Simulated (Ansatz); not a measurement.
Compare A (`ClC1=CCOC1`) with its isomer B (`OC1=C(CCl)C1`).

Isolated molecules relaxed with PBE0-D4/def2-TZVP in Ansatz; ΔE leaves out vibrations. CCSD(T)/CBS is the MP2 limit (def2-TZVPP, def2-QZVPP) plus CCSD(T) − MP2 in def2-TZVPP, frozen cores. DFT in def2-TZVPP. B3LYP here is the variant with VWN-RPA as its local correlation; programs differ in this. Each species was taken in one conformer, which may not be the lowest.

A:

Z-matrix (Å, degrees):
```
C
O 1 1.422
C 1 1.491 2 105.6
H 1 1.098 2 109.6 3 -121.2
H 1 1.099 2 109.6 3 121.1
C 2 1.412 1 110.6 3 -0.5
C 3 1.322 1 108.4 2 0.3
H 3 1.080 1 124.7 2 -179.8
H 6 1.098 2 110.6 1 120.8
H 6 1.098 2 110.7 1 -119.8
Cl 7 1.707 3 128.2 1 179.9
```

B:

```xyz
11

O     0.8194    1.0078    1.9690
C     0.3209    0.6787    0.7860
C     0.0929   -0.2307   -0.0980
C     0.1006   -1.5984   -0.5933
Cl   -1.5692   -2.2786   -0.6907
C    -0.3713    1.1862   -0.4146
H     0.7094    1.9551    2.0992
H     0.6657   -2.2566    0.0642
H     0.4982   -1.6646   -1.6057
H     0.1723    1.7842   -1.1514
H    -1.4388    1.4168   -0.3647
```

Question: Which is lower in electronic energy at CCSD(T)/CBS, and by how much? (Best estimate.)

Answer: Computed: A, by 152.0 kJ/mol.

Question: Give E(B) − E(A) in kJ/mol with PBE0-D4, HF/def2-TZVPP, B2PLYP, ωB97M-V, r2SCAN-D4, CCSD(T)/def2-TZVPP, B3LYP. (An estimate is asked.)

Answer: Ansatz gave: PBE0-D4 143.2, HF/def2-TZVPP 162.5, B2PLYP 144.5, ωB97M-V 148.8, r2SCAN-D4 143.1, CCSD(T)/def2-TZVPP 153.3, B3LYP 139.9. None reverses the order clearly.

Largest T1 diagnostic: 0.011.

The D4 term adds +4.8 kJ/mol with B3LYP and +2.2 kJ/mol with PBE0; it sums over pairs of atoms, weighted by their polarisabilities, and B3LYP, whose exchange is more repulsive, gets the larger term. In def2-TZVPP, CCSD(T) changes the Hartree–Fock value by −9.2 kJ/mol (the triples alone add −1.9 kJ/mol) and MP2 by −17.7 kJ/mol.
